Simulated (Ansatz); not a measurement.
`F[B-](F)(F)F`. Charge -1, multiplicity 1.

```xyz
5

F     1.025    0.231    0.934
B     0.000    0.000    0.000
F    -1.231    0.405    0.545
F     0.259    0.734   -1.170
F    -0.053   -1.370   -0.309
```

Problem. What are the harmonic wavenumbers in cm⁻¹ at PBE0-D4/def2-TZVPD (Ansatz, finite differences of forces, unscaled)? (Best estimate.)

Solution. Computed: 343, 343, 513, 513, 513, 762, 1088, 1088, 1088.

Problem. Is this a minimum?

Solution. Yes, all 9 modes are real.

Problem. Give the ideal-gas thermochemistry at 298.15 K and 1 bar (rigid rotor, harmonic oscillator; point group Td, symmetry number 12).

Solution. Zero-point energy 37.4 kJ/mol; H(298) − E = 51.4 kJ/mol; entropy 269.5 J/(mol·K), of which translation 164.5, rotation 85.3, vibration 19.7; G(298) − E = -29.0 kJ/mol.

Problem. And at 400, 500, 600, 800 and 1000 K?

Solution. 
| T (K) | H − E (kJ/mol) | S (J/mol/K) | G − E (kJ/mol) |
| --- | --- | --- | --- |
| 400 | 58.9 | 291.3 | -57.6 |
| 500 | 67.3 | 309.9 | -87.7 |
| 600 | 76.2 | 326.2 | -119.5 |
| 800 | 95.3 | 353.6 | -187.6 |
| 1000 | 115.3 | 375.8 | -260.6 |
